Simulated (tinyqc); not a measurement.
Pariser-Parr-Pople SCF with singles CI, for the molecule c1ccccc1 (SMILES; centres numbered as the heavy atoms are written), step by step. One step of it, computed by the program tinyqc.

Question. Iteration 2: Fock matrix. F_rr = H_rr + P_rr gamma_rr / 2 + sum_(s != r) P_ss gamma_rs; F_rs = H_rs - P_rs gamma_rs / 2; E = tr P (H + F) / 2 + core repulsion sum_(r<s) z_r z_s gamma_rs.

P after iteration 1, order 1C, 2C, 3C, 4C, 5C, 6C:
```
[[0.999952, 0.666675, -0.000012, -0.333300, -0.000012, 0.666675],
 [0.666675, 1.000024, 0.666650, -0.000012, -0.333350, 0.000024],
 [-0.000012, 0.666650, 1.000024, 0.666675, 0.000024, -0.333350],
 [-0.333300, -0.000012, 0.666675, 0.999952, 0.666675, -0.000012],
 [-0.000012, -0.333350, 0.000024, 0.666675, 1.000024, 0.666650],
 [0.666675, 0.000024, -0.333350, -0.000012, 0.666650, 1.000024]]
```

core matrix H (eV), order 1C, 2C, 3C, 4C, 5C, 6C:
```
[[-41.417587, -2.280000, 0.000000, 0.000000, 0.000000, -2.280000],
 [-2.280000, -41.418626, -2.280000, 0.000000, 0.000000, 0.000000],
 [0.000000, -2.280000, -41.418626, -2.280000, 0.000000, 0.000000],
 [0.000000, 0.000000, -2.280000, -41.417587, -2.280000, 0.000000],
 [0.000000, 0.000000, 0.000000, -2.280000, -41.418626, -2.280000],
 [-2.280000, 0.000000, 0.000000, 0.000000, -2.280000, -41.418626]]
```

repulsion gamma_rs (eV), order 1C, 2C, 3C, 4C, 5C, 6C:
```
[[11.130000, 7.554960, 5.239602, 4.668463, 5.239602, 7.554960],
 [7.554960, 11.130000, 7.553862, 5.239602, 4.669500, 5.240702],
 [5.239602, 7.553862, 11.130000, 7.554960, 5.240702, 4.669500],
 [4.668463, 5.239602, 7.554960, 11.130000, 7.554960, 5.239602],
 [5.239602, 4.669500, 5.240702, 7.554960, 11.130000, 7.553862],
 [7.554960, 5.240702, 4.669500, 5.239602, 7.553862, 11.130000]]
```

Centres (angstrom, eV; a flat drawing with bonds scaled to 1.40 angstrom):
```
centre          x          y  core charge z          W   gamma_rr
1C       1.400000   0.000000              1  11.160000  11.130000
2C       0.700000   1.212000              1  11.160000  11.130000
3C      -0.700000   1.212000              1  11.160000  11.130000
4C      -1.400000   0.000000              1  11.160000  11.130000
5C      -0.700000  -1.212000              1  11.160000  11.130000
6C       0.700000  -1.212000              1  11.160000  11.130000
```

Give: F; pi energy.

Answer.

F (eV), order 1C, 2C, 3C, 4C, 5C, 6C:
```
[[-5.5949, -4.7984, 0.0000, 0.7780, 0.0000, -4.7984],
 [-4.7984, -5.5951, -4.7979, 0.0000, 0.7783, -0.0001],
 [0.0000, -4.7979, -5.5951, -4.7984, -0.0001, 0.7783],
 [0.7780, 0.0000, -4.7984, -5.5949, -4.7984, 0.0000],
 [0.0000, 0.7783, -0.0001, -4.7984, -5.5951, -4.7979],
 [-4.7984, -0.0001, 0.7783, 0.0000, -4.7979, -5.5951]]
```

pi energy = -79.3560 eV
